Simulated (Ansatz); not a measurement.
**AlPH4+ (doublet): the correlation ladder, cc-pVDZ**

Aim: climb from Hartree-Fock through coupled cluster for AlPH4+ (doublet) at one geometry and basis, and see what each rung misses.

Method: cc-pVDZ, core rule «outside noble gas», up to 10 orbitals frozen; program: Ansatz 0.2.0, Gaussian basis.

Plan: UHF; CCSD(T) on ROHF; CCSD(T) on UHF; BCCD(T) on ROHF; CISD as a restricted active space (open shells left free, so some higher excitations enter); CCSDT(Q) on ROHF; CCSDT(Q) on UHF.

21 further runs of the same task are left out: 1 for a known fault of the program, 7 that didn't finish, 13 set aside as unsound or not needed. Runs told in other sessions of the task aren't counted.

**1. The system**

The geometry is a PBE0/def2-TZVP stationary point (not a proven minimum) of the parent state, kept for this charge and spin.

6 atoms, charge 1, spin multiplicity 2.

Atoms are counted from 1 here; the program's logs count them from 0.

Bond lengths: Al1–P2 2.445 Å, Al1–H3 1.666 Å, Al1–H4 1.595 Å, P2–H5 1.414 Å, P2–H6 1.417 Å. Angles: P2–Al1–H3 66.0°, P2–Al1–H4 109.9°, H3–Al1–H4 114.4°, Al1–P2–H5 105.2°, Al1–P2–H6 111.3°, H5–P2–H6 96.4°.

In the tables R marks a restricted open-shell determinant and U an unrestricted one; energies count from the table's Hartree-Fock row.

**2. UHF**

in.yaml

```yaml
crystal:
  periodic: [false, false, false]
  atoms:
    - {symbol: Al, position_ang: [0.035572, -0.099368, 1.314200]}
    - {symbol: P, position_ang: [0.056378, 0.101792, -1.121922]}
    - {symbol: H, position_ang: [-1.211925, -0.903411, 0.557786]}
    - {symbol: H, position_ang: [-0.379300, 1.294008, 1.970397]}
    - {symbol: H, position_ang: [0.147375, -1.224328, -1.603666]}
    - {symbol: H, position_ang: [-1.240858, 0.365653, -1.627923]}
basis:
  gaussian: {orbitals: cc-pVDZ}
total_charge: 1
magnetization: {spin_polarized: true, initial_magnetization: 1}
hamiltonian: {xc: hf}
output: {orbitals: {seedname: orbitals}}
```

On the command line:

```console
ansatz run in.yaml --threads 1 --pin off --events-out ev --progress --plain --max-ram 2393MiB
```

Output:

```text
Functional definition: HF
  name "HF"
  cite "Fock, Z. Phys. 61, 126 (1930) doi:10.1007/BF01340294"
  parent pbe
  exchange = exact_x
  correlation = 0
545 factors; integrals over basis functions are off by at most 1.3e-3 eV
mean field evaluation 1: about -15906.9545 eV, gradient 1.1e1 eV
mean field evaluation 2: about -15906.9903 eV, gradient 1.1e1 eV
mean field evaluation 4: about -15908.5846 eV, gradient 1.6e0 eV
mean field evaluation 8: about -15908.6726 eV, gradient 1.4e-1 eV
mean field evaluation 16: about -15908.2897 eV, gradient 1.9e0 eV
mean field evaluation 32: about -15898.4663 eV, gradient 1.9e1 eV
mean field -15908.67365004 eV, -584.6329733526 hartree, gradient 3.9e-5 eV, S^2 0.766477; 0 other end points of the search recorded, 0 dependent functions left out
reference -15908.67365004 eV, -584.6329733526 hartree; 16, 15 occupied and 40, 41 virtual orbitals, 545 factors
Total energy: -15908.67365004 eV, -584.6329733526 hartree
```

Wall time 0.72 s (1 thread of Arm Neoverse V2, shared host).

From the report: ⟨S²⟩ of the determinant 0.766 (pure doublet: 0.75).

**3. CCSD(T) on ROHF**

Changes to in.yaml since step 2:

```diff
@@ -12,4 +12,3 @@
 total_charge: 1
-magnetization: {spin_polarized: true, initial_magnetization: 1}
-hamiltonian: {xc: hf}
-output: {orbitals: {seedname: orbitals}}
+magnetization: {spin_polarized: false, initial_magnetization: 1}
+correlation: {method: ccsd_t, electrons: outside_noble_gas}
```

Launched as before.

Output (excerpt; [...] marks lines left out):

```text
Functional definition: HF
  name "HF"
  cite "Fock, Z. Phys. 61, 126 (1930) doi:10.1007/BF01340294"
  parent pbe
[...]
545 factors; integrals over basis functions are off by at most 1.3e-3 eV
[...]
mean field -15908.55862931 eV, -584.6287464186 hartree, gradient 8.4e-6 eV, S^2 0.750000; 2 other end points of the search recorded, 0 dependent functions left out
determinant -15908.55862931 eV, -584.6287464186 hartree, with singles and doubles -15914.48593959 eV, -584.8465710539 hartree
determinant -15907.03800556 eV, -584.5728645266 hartree, with singles and doubles -15913.13407011 eV, -584.7968907667 hartree
10 core orbitals not correlated: weight in the atoms' cores, before any rotation towards them, 1.000 or more for the frozen orbitals, at most 0.000 for the correlated occupied ones
reference -15908.55862931 eV, -584.6287464186 hartree; 6, 5 occupied and 40, 41 virtual orbitals, 545 factors
second order -4.69598211 eV of doubles, -0.06562754 eV of singles
cycle   1  -5.92760536 eV  change   -3.0e-4 eV  update   2.1e-3
[...]
cycle   9  -5.92856594 eV  change    2.4e-6 eV  update   7.8e-6
perturbative correction -0.15494953 eV, -0.0056942902 hartree
Total energy: -15914.64214477 eV, -584.8523114886 hartree
```

It took 3 s on 1 thread of Arm Neoverse V2, shared host.

From the report: correlation -6.0835 eV; T1 0.028; largest double amplitude 0.04.

**4. CCSD(T) on UHF**

Changes to in.yaml since step 3:

```diff
@@ -12,3 +12,3 @@
 total_charge: 1
-magnetization: {spin_polarized: false, initial_magnetization: 1}
+magnetization: {spin_polarized: true, initial_magnetization: 1}
 correlation: {method: ccsd_t, electrons: outside_noble_gas}
```

The command is unchanged.

Output (excerpt; [...] marks lines left out):

```text
Functional definition: HF
  name "HF"
  cite "Fock, Z. Phys. 61, 126 (1930) doi:10.1007/BF01340294"
  parent pbe
[...]
545 factors; integrals over basis functions are off by at most 1.3e-3 eV
[...]
mean field -15908.67365004 eV, -584.6329733526 hartree, gradient 2.7e-6 eV, S^2 0.766477; 4 other end points of the search recorded, 0 dependent functions left out
determinant -15908.67365004 eV, -584.6329733526 hartree, with singles and doubles -15914.48866259 eV, -584.8466711224 hartree
determinant -15907.10353588 eV, -584.5752727214 hartree, with singles and doubles -15912.95675403 eV, -584.7903745211 hartree
determinant -15905.75157180 eV, -584.5255889581 hartree, with singles and doubles -15911.01619012 eV, -584.7190601128 hartree
10 core orbitals not correlated: weight in the atoms' cores, before any rotation towards them, 1.000 or more for the frozen orbitals, at most 0.000 for the correlated occupied ones
reference -15908.67365004 eV, -584.6329733526 hartree; 6, 5 occupied and 40, 41 virtual orbitals, 545 factors
second order -4.64592712 eV of doubles, -0.00000000 eV of singles
cycle   1  -5.81542096 eV  change   -4.1e-4 eV  update   2.4e-3
[...]
cycle   9  -5.81663013 eV  change    5.4e-6 eV  update   8.0e-6
perturbative correction -0.15181944 eV, -0.0055792616 hartree
Total energy: -15914.64209961 eV, -584.8523098287 hartree
```

It took 3.6 s on 1 thread of Arm Neoverse V2, shared host.

From the report: ⟨S²⟩ of the determinant 0.766 (pure doublet: 0.75); correlation -5.9684 eV; T1 0.022; largest double amplitude 0.04.

**5. BCCD(T) on ROHF**

Changes to in.yaml since step 4:

```diff
@@ -12,3 +12,3 @@
 total_charge: 1
-magnetization: {spin_polarized: true, initial_magnetization: 1}
-correlation: {method: ccsd_t, electrons: outside_noble_gas}
+magnetization: {spin_polarized: false, initial_magnetization: 1}
+correlation: {method: bccd_t, electrons: outside_noble_gas}
```

Launched as before.

Output (excerpt; [...] marks lines left out):

```text
Functional definition: HF
  name "HF"
  cite "Fock, Z. Phys. 61, 126 (1930) doi:10.1007/BF01340294"
  parent pbe
[...]
545 factors; integrals over basis functions are off by at most 1.3e-3 eV
[...]
mean field -15908.55862931 eV, -584.6287464186 hartree, gradient 8.4e-6 eV, S^2 0.750000; 2 other end points of the search recorded, 0 dependent functions left out
determinant -15908.55862931 eV, -584.6287464186 hartree, with singles and doubles -15914.48593959 eV, -584.8465710539 hartree
determinant -15907.03800556 eV, -584.5728645266 hartree, with singles and doubles -15913.13407011 eV, -584.7968907667 hartree
10 core orbitals not correlated: weight in the atoms' cores, before any rotation towards them, 1.000 or more for the frozen orbitals, at most 0.000 for the correlated occupied ones
reference -15908.55862931 eV, -584.6287464186 hartree; 6, 5 occupied and 40, 41 virtual orbitals, 545 factors
second order -4.69598211 eV of doubles, -0.06562754 eV of singles
cycle   1  -5.92572291 eV  change    1.6e-3 eV  update   7.9e-3
[...]
cycle  11  -5.92196975 eV  change   -6.1e-6 eV  update   1.0e-5
perturbative correction -0.16195739 eV, -0.0059518244 hartree
Total energy: -15914.64255645 eV, -584.8523266174 hartree
```

It took 3.6 s on 1 thread of Arm Neoverse V2, shared host.

From the report: correlation -6.0839 eV; largest double amplitude 0.04.

**6. CISD as a restricted active space (open shells left free, so some higher excitations enter)**

Changes to in.yaml since step 5:

```diff
@@ -13,2 +13,2 @@
 magnetization: {spin_polarized: false, initial_magnetization: 1}
-correlation: {method: bccd_t, electrons: outside_noble_gas}
+correlation: {active_space: {ras: {orbitals: [5, 1, 40], electrons: 11, max_holes: 2, max_particles: 2}, fixed_orbitals: true}}
```

Launched as before.

Output:

```text
Functional definition: HF
  name "HF"
  cite "Fock, Z. Phys. 61, 126 (1930) doi:10.1007/BF01340294"
  parent pbe
  exchange = exact_x
  correlation = 0
545 factors; integrals over basis functions are off by at most 1.3e-3 eV
mean field evaluation 1: about -15906.9339 eV, gradient 1.5e1 eV
mean field evaluation 2: about -15906.9692 eV, gradient 1.4e1 eV
mean field evaluation 4: about -15908.4747 eV, gradient 1.8e0 eV
mean field evaluation 8: about -15908.5534 eV, gradient 3.5e-1 eV
mean field evaluation 16: about -15906.8610 eV, gradient 4.3e0 eV
mean field -15908.55862931 eV, -584.6287464186 hartree, gradient 8.4e-6 eV, S^2 0.750000; 1 other end points of the search recorded, 0 dependent functions left out
reference -15908.55862931 eV, -584.6287464186 hartree; 16, 15 occupied and 40, 41 virtual orbitals, 545 factors
state -15913.97958221 eV, -584.8279627633 hartree
Total energy: -15913.97958221 eV, -584.8279627633 hartree
```

It took 3.4 s on 1 thread of Arm Neoverse V2, shared host.

From the report: 105,046 determinants.

**7. CCSDT(Q) on ROHF**

Changes to in.yaml since step 6:

```diff
@@ -13,2 +13,2 @@
 magnetization: {spin_polarized: false, initial_magnetization: 1}
-correlation: {active_space: {ras: {orbitals: [5, 1, 40], electrons: 11, max_holes: 2, max_particles: 2}, fixed_orbitals: true}}
+correlation: {method: ccsdt_q, electrons: outside_noble_gas}
```

The command is unchanged.

Output (excerpt; [...] marks lines left out):

```text
Functional definition: HF
  name "HF"
  cite "Fock, Z. Phys. 61, 126 (1930) doi:10.1007/BF01340294"
  parent pbe
[...]
1091 factors; integrals over basis functions are off by at most 2.3e-7 eV
[...]
mean field -15908.55869707 eV, -584.6287489090 hartree, gradient 8.9e-6 eV, S^2 0.750000; 2 other end points of the search recorded, 0 dependent functions left out
[...]
determinant -15908.55869707 eV, -584.6287489090 hartree, with singles and doubles -15914.48600240 eV, -584.8465733622 hartree
determinant -15907.03806795 eV, -584.5728668197 hartree, with singles and doubles -15913.13414820 eV, -584.7968936366 hartree
10 core orbitals not correlated: weight in the atoms' cores, before any rotation towards them, 1.000 or more for the frozen orbitals, at most 0.000 for the correlated occupied ones
reference -15908.55869707 eV, -584.6287489090 hartree; 6, 5 occupied and 40, 41 virtual orbitals, 1091 factors
second order -4.69604072 eV of doubles, -0.06562787 eV of singles
cycle   1  -5.57304102 eV  change   -8.1e-1 eV  update   8.5e-2
[...]
cycle  22  -6.11806467 eV  change    8.8e-7 eV  update   1.4e-6
perturbative correction -0.00697035 eV, -0.0002561556 hartree
Total energy: -15914.68373209 eV, -584.8538397943 hartree
```

Wall time 1.7 min (1 thread of Arm Neoverse V2, shared host); peak memory 0.71 GiB.

From the report: correlation -6.1250 eV; T1 0.029; largest double amplitude 0.04.

**8. CCSDT(Q) on UHF**

Changes to in.yaml since step 7:

```diff
@@ -12,3 +12,3 @@
 total_charge: 1
-magnetization: {spin_polarized: false, initial_magnetization: 1}
+magnetization: {spin_polarized: true, initial_magnetization: 1}
 correlation: {method: ccsdt_q, electrons: outside_noble_gas}
```

Same command.

Output (excerpt; [...] marks lines left out):

```text
Functional definition: HF
  name "HF"
  cite "Fock, Z. Phys. 61, 126 (1930) doi:10.1007/BF01340294"
  parent pbe
[...]
1091 factors; integrals over basis functions are off by at most 2.3e-7 eV
[...]
mean field -15908.67371885 eV, -584.6329758815 hartree, gradient 2.8e-6 eV, S^2 0.766477; 4 other end points of the search recorded, 0 dependent functions left out
determinant -15908.67371885 eV, -584.6329758815 hartree, with singles and doubles -15914.48872553 eV, -584.8466734355 hartree
determinant -15907.10360733 eV, -584.5752753473 hartree, with singles and doubles -15912.95646572 eV, -584.7903639260 hartree
determinant -15905.75166127 eV, -584.5255922459 hartree, with singles and doubles -15911.01626507 eV, -584.7190628673 hartree
10 core orbitals not correlated: weight in the atoms' cores, before any rotation towards them, 1.000 or more for the frozen orbitals, at most 0.000 for the correlated occupied ones
reference -15908.67371885 eV, -584.6329758815 hartree; 6, 5 occupied and 40, 41 virtual orbitals, 1091 factors
second order -4.64598351 eV of doubles, -0.00000000 eV of singles
cycle   1  -5.45990519 eV  change   -8.1e-1 eV  update   8.3e-2
[...]
cycle  23  -6.00338898 eV  change    3.2e-7 eV  update   1.1e-6
perturbative correction -0.00731919 eV, -0.0002689754 hartree
Total energy: -15914.68442703 eV, -584.8538653327 hartree
```

Run time: 95 s. Hardware: 1 thread of Arm Neoverse V2, shared host; peak memory 0.6 GiB.

From the report: ⟨S²⟩ of the determinant 0.766 (pure doublet: 0.75); correlation -6.0107 eV; T1 0.023; largest double amplitude 0.04.

**9. The ladder**

The yardstick is UCCSDT(Q), where the cluster series has nearly closed. Rows without a time are mean-field rows or come out of runs for another level: lower rungs of the coupled-cluster runs, or the Hartree-Fock search.

Differences are taken before rounding.

| method | energy from the lowest ROHF (meV) | from UCCSDT(Q) (meV) | time |
| --- | --- | --- | --- |
| ROHF | 0.0 | +6125.8 |  |
| UHF | -115.0 | +6010.8 |  |
| RMP2 | -4761.6 | +1364.2 |  |
| UMP2 | -4760.9 | +1364.8 |  |
| CISD | -5421.0 | +704.8 | 3.4 s |
| RCCSD | -5928.6 | +197.2 |  |
| UCCSD | -5931.7 | +194.1 |  |
| RCCSD(T) | -6083.5 | +42.3 | 3 s |
| UCCSD(T) | -6083.5 | +42.3 | 3.6 s |
| BCCD(T) | -6083.9 | +41.9 | 3.6 s |
| RCCSDT | -6118.1 | +7.7 |  |
| UCCSDT | -6118.5 | +7.3 |  |
| RCCSDT(Q) | -6125.1 | +0.7 | 1.7 min |
| UCCSDT(Q) | -6125.8 | 0 | 95 s |

Among the levels timed on like hardware and quicker than the yardstick, those that no quicker one beats, quickest first: RCCSD(T) (3 s, +42.3 meV); BCCD(T) (3.6 s, +41.9 meV).

**10. What came out**

```
                         quantity                                                   value
    UCCSDT(Q) from the ROHF energy                                              -6.1258 eV
              RMP2 from UCCSDT(Q)                                             +1364.2 meV
              UMP2 from UCCSDT(Q)                                             +1364.8 meV
             RCCSD from UCCSDT(Q)                                              +197.2 meV
          RCCSD(T) from UCCSDT(Q)                                               +42.3 meV
          UCCSD(T) from UCCSDT(Q)                                               +42.3 meV
         RCCSDT(Q) from UCCSDT(Q)                                                +0.7 meV
levels within 1 kcal/mol (43 meV)  RCCSD(T), UCCSD(T), BCCD(T), RCCSDT, UCCSDT, RCCSDT(Q)
                    T1 diagnostic                                                   0.028
```

RCCSD(T) misses by +42.3 meV, 0.7 % of the correlation energy. These misses are within one basis, not against nature; the frozen cores of restricted and unrestricted runs differ, which can shift their rows.

With open shells the CI space here admits some higher excitations, so it is larger than plain CISD.

For cost: BCCD(T) gets within 41.9 meV in 3.6 s, where UCCSDT(Q) took 95 s; the quickest level in the cost chart, RCCSD(T), takes 3 s and misses by 42.3 meV.
